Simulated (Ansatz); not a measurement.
Ligand exchange: C5H11Cl + SiH3(CH3) → C5H12 + SiH2(CH3)Cl

Species: C5H11Cl `CCCCCCl`, singlet; SiH3(CH3) (methylsilane), singlet; C5H12 (pentane) `CCCCC`, singlet; SiH2(CH3)Cl ((chlorosilyl)methane), singlet. The partners trade Cl for H: C–Cl and Si–H bonds give way to C–H and Si–Cl.

Shapes, held fixed at every level: PBE0-D4/def2-TZVP. Flexible molecules stand in one conformer, not always the lowest. Programs: Ansatz 0.2.0. Electronic energies: no zero-point or thermal term.

Task: Estimate ΔE of this reaction.

Result: The highest level, CCSD(T)/CBS estimate, gives ΔE = -154.7 kJ/mol; the levels span -157.7 to -145.5. The column of differences is taken from that level and isn't an error. No measured value is set beside it here. The CBS estimate extrapolates MP2 from def2-TZVPP and def2-QZVPP and adds CCSD(T) − MP2 in the triple-zeta set, cores frozen.

```json
{"level": "PBE0-D4/def2-TZVPP", "kind": "global hybrid", "ΔE (kJ/mol)": "-153.2", "less CCSD(T)/CBS estimate": "+1.5"}
{"level": "wB97M-V/def2-TZVPP", "kind": "range-separated hybrid", "ΔE (kJ/mol)": "-155.1", "less CCSD(T)/CBS estimate": "-0.4"}
{"level": "MP2/def2-SVP", "kind": "perturbation theory", "ΔE (kJ/mol)": "-151.6", "less CCSD(T)/CBS estimate": "+3.1"}
{"level": "MP2/def2-TZVPP", "kind": "perturbation theory", "ΔE (kJ/mol)": "-157.7", "less CCSD(T)/CBS estimate": "-3.0"}
{"level": "CCSD(T)/def2-SVP", "kind": "coupled cluster or CI", "ΔE (kJ/mol)": "-145.5", "less CCSD(T)/CBS estimate": "+9.2"}
{"level": "CCSD/def2-SVP", "kind": "coupled cluster or CI", "ΔE (kJ/mol)": "-147.6", "less CCSD(T)/CBS estimate": "+7.1"}
{"level": "CCSD(T)/def2-TZVPP", "kind": "coupled cluster or CI", "ΔE (kJ/mol)": "-151.8", "less CCSD(T)/CBS estimate": "+2.9"}
{"level": "CCSD(T)/CBS estimate", "kind": "coupled cluster or CI", "ΔE (kJ/mol)": "-154.7", "less CCSD(T)/CBS estimate": "0.0"}
```
